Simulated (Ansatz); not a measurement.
# HCO (charge +1): state-averaged CASSCF

Program: Ansatz, Gaussian basis, development build. State-averaged CASSCF with equal weights; occupations are averaged over the states; levels count from the state that is lowest in CASSCF. No symmetry is imposed, so a solution can break that of the shape. Lower solutions, or ones in other orbitals, may exist.

Geometry:

```xyz
3

H     0.0000    0.0000   -1.6262
C     0.0000    0.0000   -0.5149
O     0.0000    0.0000    0.5895
```

Basis cc-pVDZ, nonrelativistic, 2 orbitals frozen in the corrections; active space CAS(10,9). Averaged: 2 singlets.

Question: Give the levels in order.

Answer: 

```json
{"state": "singlet", "CASSCF (eV)": "0.000", "SC-NEVPT2 (eV)": "0.000"}
{"state": "singlet", "CASSCF (eV)": "10.748", "SC-NEVPT2 (eV)": "10.373"}
```

Occupations: 2.00, 1.98, 1.98, 1.96, 1.47, 0.54, 0.04, 0.02, 0.01.
